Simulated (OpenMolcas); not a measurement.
# Predicting a hybrid from its neighbours: C2H7Al

C2H7Al has 10 atoms, charge 0, and is taken as a singlet. SMILES: `[CH3][AlH][CH3]`. The coordinates come from a PBE0-D4/def2-TZVP relaxation.

The HOMO–LUMO gap y, in eV, basis def2-SVPD; a is the functional's share of exact exchange. Programs: OpenMolcas 26.06.

| functional | program | a | y (eV) |
| --- | --- | --- | --- |
| TPSS | OpenMolcas | 0 | 5.18 |
| PBE | OpenMolcas | 0 | 4.90 |
| B3LYP | OpenMolcas | 0.2 | 6.51 |
| PBE0 | OpenMolcas | 0.25 | ? |
| BHLYP | OpenMolcas | 0.5 | 8.92 |

Task: Fit y = c + s·a to the known rows and predict PBE0.

Result: 
1. Means of the 4 rows: a = 0.1750, y = 6.377.
2. Σ(Δa)² = 0.1675, Σ(Δa·Δy) = 1.2977, so the slope is 1.2977/0.1675 = 7.7475.
3. Intercept: 6.377 − (7.7475) × 0.1750 = 5.021. The largest residual of the fit is 0.16.
4. PBE0: 5.021 + (7.7475) × 0.25 = 6.96 eV.

The run gave 6.97 eV, so the prediction is off by -0.01 eV, within the largest residual. Exact exchange lowers occupied levels and raises empty ones. The rows mix families of semi-local functionals, which the line can't see.
